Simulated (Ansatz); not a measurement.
Relative stability

The two ends of one reaction step of SiNH4Cl, closed shell (PBE0-D4/def2-TZVP).

A:

```
atom    x (Å)    y (Å)    z (Å)
 Si1   0.1676  -0.0803   0.6051
 Cl2   2.0343  -0.9558   0.4040
  N3  -0.6198   0.2933  -0.8554
  H4  -1.0107  -0.4397  -1.4254
  H5   0.3912   1.1768   1.3497
  H6  -0.6581  -1.0590   1.3434
  H7  -0.3044   1.0649  -1.4213
```

B:

```json
{"atom": "Si1", "x (Å)": "-0.2609", "y (Å)": "0.6239", "z (Å)": "0.9480"}
{"atom": "Cl2", "x (Å)": "1.0678", "y (Å)": "-2.2593", "z (Å)": "-1.3860"}
{"atom": "N3", "x (Å)": "-0.1945", "y (Å)": "0.3084", "z (Å)": "-0.6161"}
{"atom": "H4", "x (Å)": "0.4773", "y (Å)": "-1.0659", "z (Å)": "-1.0889"}
{"atom": "H5", "x (Å)": "-0.8358", "y (Å)": "1.8311", "z (Å)": "1.5901"}
{"atom": "H6", "x (Å)": "0.2998", "y (Å)": "-0.3694", "z (Å)": "1.8792"}
{"atom": "H7", "x (Å)": "-0.5537", "y (Å)": "0.9313", "z (Å)": "-1.3263"}
```

Program: Ansatz 0.2.0. Basis: def2-TZVPP. Cores are frozen in the correlated methods. B3LYP uses VWN-RPA correlation.

(1) Which structure is lower at CCSD(T), and by how much? (An estimate is asked for; the value comes from the calculation.)

The T1 diagnostic stays at or below 0.016.

Answers

(1) The calculation gives: A, by 3.030 eV (electronic energy, against the other). By their contacts, A is SiNH₄Cl ([NH2][SiH2][Cl]) and B is a complex of SiNH₃ ([NH][SiH2]) + HCl.

All methods give the same order:

| method | E(B) − E(A) (eV) |
| --- | --- |
| SPW92 | 2.891 |
| PBE-D4 | 2.816 |
| BLYP-D4 | 2.677 |
| r2SCAN-D4 | 3.024 |
| B97M-V | 3.070 |
| PBE0-D4 | 3.088 |
| B3LYP-D4 | 2.924 |
| r2SCAN0-D4 | 3.205 |
| BHLYP-D4 | 3.227 |
| CAM-B3LYP-D4 | 3.059 |
| wB97X-V | 3.182 |
| wB97M-V | 3.126 |
| B2PLYP | 2.971 |
| PBE-QIDH | 3.211 |
| RPA on PBE | 2.911 |
| HF | 3.483 |
| MP2 | 3.040 |
| CCSD | 3.127 |
| CCSD(T) | 3.030 |

Labels in which every atom is bracketed show which atoms are joined, not bond orders.

For scale, one of the runs: CCSD(T)/def2-TZVPP, 171 basis functions, launched by `ansatz run in.yaml --threads 2 --pin off --events-out ev --progress --plain --max-ram 4352MiB`. The run took 26 s on 2 CPU threads of an Arm Neoverse V2 (shared host), with 1.4 GiB of host memory at its peak.
